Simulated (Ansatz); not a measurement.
**1T (CdI2-type) PdTe2: bulk modulus B0 by level of theory**

No measured value is used here.

| level (code) | value (GPa) | cell (Å³/atom) |
|---|---|---|
| LDA (Ansatz) | ___ | 23.37 |
| BLYP (Ansatz) | ___ | 28.32 |
| PBEsol (Ansatz) | 67.1 | 23.89 |
| PBEsol+SOC (Ansatz) | 64.6 | 23.98 |
| PBEsol-D3(BJ) (Ansatz) | 85.8 | 22.76 |
| rVV10 (Ansatz) | 54.3 | 26.13 |

**Question.** Complete the blanks.

**Answer.** 
- LDA (Ansatz, a first-principles code), value (GPa): 72.8
- BLYP (Ansatz), value (GPa): 21.3

LDA: LDA has no dispersion term either, though it tends to give short spacings of layers, chains or molecules. BLYP: for a layered or molecular solid the relaxed cell lies over 5 % above the published volume, where the minimum can be shallow. BLYP, PBEsol, PBEsol+SOC: the cell comes from a level without a dispersion term, which matters for the spacing of layers, chains or molecules. Each level is taken at its own relaxed cell. Ansatz's density-functional and Hartree–Fock values are scalar-relativistic unless marked +SOC, with PAW data made under PBE.
